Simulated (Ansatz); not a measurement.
## Ansatz (development build ahead of 0.2.0) run

```yaml
crystal:
  periodic: [false, false, false]
  atoms:
    - { symbol: Mg, position_ang: [0.0, 0.0, -0.88446] }
    - { symbol: F, position_ang: [0.0, 0.0, 0.88446] }
basis:
  gaussian: { orbitals: def2-SVP }
magnetization:
  initial_magnetization: 1
hamiltonian:
  xc: hf
correlation:
  method: mp2
  frozen_orbitals: { F: 1, Mg: 1 }
```

The input is written out in the form of the current development build from the run's settings. Correlation on restricted open-shell orbitals is semicanonical, with singles.

Output:

| Quantity | Value |
| --- | --- |
| Converged | yes |
| Reference energy | -298.94471 hartree |
| Correlation energy | -0.21226 hartree |
| Total energy | -299.15697 hartree |
| Spin squared of the determinant | 0.750 |
| Stability test | minimum among restricted orbitals |
| Occupied orbitals by symmetry in an Abelian subgroup (alpha; beta) | 7 A1 2 B1 2 B2; 6 A1 2 B1 2 B2 |

Messages of the program:
```
mean field -8134.69997892 eV, -298.9447103277 hartree, gradient 2.3e-6 eV, S^2 0.750000; 0 other ends of a descent, 0 dependent functions left out
```
